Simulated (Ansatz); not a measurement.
Working through a rigid torsion scan of C3H5NO, SMILES CC1=NCO1

Program: Ansatz's Python interface.

Interactive session:
```pycon
>>> import ansatz as az
>>> from ase import Atoms
>>> atoms = Atoms(["C", "C", "N", "C", "O", "H", "H", "H", "H", "H"], positions=[
...     (-1.2417, -0.9788, -0.3924),
...     (-0.1141, -0.1721, -0.0281),
...     (1.0722, -0.4338, 0.2875),
...     (1.4339, 0.9968, 0.4202),
...     (-0.0014, 1.1416, 0.0143),
...     (-2.1652, -0.531, 0.1225),
...     (-1.1245, -1.983, -0.1363),
...     (-1.4115, -0.8351, -1.4886),
...     (1.565, 1.3505, 1.482),
...     (2.0704, 1.3938, -0.2783),
... ])
>>> # relax first, so that the scan starts from a minimum
>>> first = az.Crystal.molecule_from_ase(atoms).calculation()
>>> first = first.basis(gaussian="6-31G*").functional("b3lyp")
>>> first = first.relax(force_tolerance=0.02, max_steps=80)
>>> atoms.positions = first.run(threads=1, pin="off").report["positions_ang"]
>>> start = atoms.get_dihedral(2, 1, 0, 5)
>>> energies = {}
>>> for turn in range(0, 121, 15):
...     turned = atoms.copy()
...     turned.set_dihedral(2, 1, 0, 5, start + turn, indices=[0, 5, 6, 7])
...     calculation = (
...         az.Crystal.molecule_from_ase(turned).calculation()
...         .basis(gaussian="6-31G*")
...         .functional("b3lyp")
...     )
...     energies[round((start + turn) % 360)] = calculation.run(threads=1, pin="off").report["free_energy_ev"]
...
>>> floor = min(energies.values())
>>> print("dihedral N2-C1-C0-H5 (deg)   E - E(min) (kcal/mol)")
dihedral N2-C1-C0-H5 (deg)   E - E(min) (kcal/mol)
>>> for angle, e in sorted(energies.items()):
...     print(f"{angle:8d} {23.060548 * (e - floor):14.3f}  " + "#" * int(30 * (e - floor) / max(max(energies.values()) - floor, 1e-9)))
...
     122          0.000
     137          0.186  ####
     152          0.603  ###############
     167          1.017  #########################
     182          1.193  ##############################
     197          1.037  ##########################
     212          0.650  ################
     227          0.267  ######
     242          0.106  ##
```

Reading the output:
- The scan is rigid and the energies are electronic, in a modest basis. With rigid groups the curve can differ much from the relaxed path, the start wasn't checked as a minimum of this torsion, and equivalent turns needn't return to the same energy.
- b3lyp holds the VWN-RPA fit, as in Gaussian; the form of ORCA and Turbomole is b3lyp5.
- Timing: 82 s on 1 thread of Arm Neoverse N1, on a shared host, peak memory 0.24 GiB.
